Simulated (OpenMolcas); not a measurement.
## Predicting a hybrid from its neighbours: CF

CF has 2 atoms, charge 0, and is taken as a doublet. SMILES: `[C]F`. The coordinates come from a PBE0-D4/def2-TZVP relaxation.

The electronic atomisation energy y, in eV, basis cc-pVTZ; a is the functional's share of exact exchange. Programs: OpenMolcas 26.06.

```
functional     program     a  y (eV)
      UPBE  OpenMolcas     0    6.32
  U-revPBE  OpenMolcas     0    6.00
    UB3LYP  OpenMolcas   0.2       ?
     UPBE0  OpenMolcas  0.25    5.85
    UBHLYP  OpenMolcas   0.5    5.28
```

**Question.** Fit y = c + s·a to the known rows and predict UB3LYP.

**Answer.** 
1. Means of the 4 rows: a = 0.1875, y = 5.862.
2. Σ(Δa)² = 0.17188, Σ(Δa·Δy) = -0.29437, so the slope is -0.29437/0.17188 = -1.7126.
3. Intercept: 5.862 − (-1.7126) × 0.1875 = 6.183. The largest residual of the fit is 0.18.
4. UB3LYP: 6.183 + (-1.7126) × 0.2 = 5.84 eV.

The run gave 5.82 eV, so the prediction is off by +0.02 eV, within the scatter of the fit. The rows mix families of semi-local functionals, which the line can't see.
